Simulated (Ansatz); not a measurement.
CH3BO (`BC=O`) at its PBE0-D4/def2-TZVP geometry, where that method's forces vanish. Total charge 0; spin multiplicity 1.

```csv
atom,x (Å),y (Å),z (Å)
B1,0.641,-0.216,-0.337
C2,-0.730,0.294,0.139
O3,-0.592,0.001,1.317
H4,0.751,-1.367,-0.625
H5,1.579,0.515,-0.254
H6,-1.649,0.773,-0.240
```

(1) For each bond, give half the difference of the two atoms' forces along it (eV/Å; positive pushes the atoms apart) under PBE-D4, r2SCAN-D4, B3LYP-D4, ωB97M-V in def2-TZVPP. (An estimate is asked.)

Results:

(1) The calculation gave: 
| bond | length (Å) | PBE-D4 | r2SCAN-D4 | B3LYP-D4 | ωB97M-V |
| --- | --- | --- | --- | --- | --- |
| B1–C2 | 1.538 | -0.18 | -0.10 | 0.10 | 0.25 |
| B1–H4 | 1.192 | 0.10 | -0.01 | -0.11 | -0.16 |
| B1–H5 | 1.192 | 0.10 | -0.01 | -0.11 | -0.16 |
| C2–O3 | 1.221 | 1.15 | 0.53 | 0.30 | 0.13 |
| C2–H6 | 1.103 | -0.09 | -0.06 | -0.10 | -0.19 |

B3LYP here is the variant with VWN-RPA as its local correlation; programs differ in this.

All numbers were calculated with Ansatz.
